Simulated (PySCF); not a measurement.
Calculation: B3LYP-D3(BJ)/def2-TZVP // TPSS-D3(BJ)/def2-SVP run with PySCF. Isolated molecules, 0 K electronic values unless said otherwise. B3LYP has the VWN-RPA correlation part, as in Gaussian. 

Reference species (SMILES): `[C-]#[NH+]` (neutral, multiplicity 1).

```yaml
HOMO: -9.00 eV
HOMO–LUMO gap: 8.99 eV
dipole_moment: 3.06 D
```

After one change: the HOMO increases by 2.95 eV; the HOMO–LUMO gap drops by 2.34 eV; the dipole moment falls by 1.53 D.

### Question
Which change was made? The new species is one of these.
(A) `CSC`
(B) `C#N`
(C) `C#C`
(D) `[C-]#[O+]`

### Answer
A, `CSC`
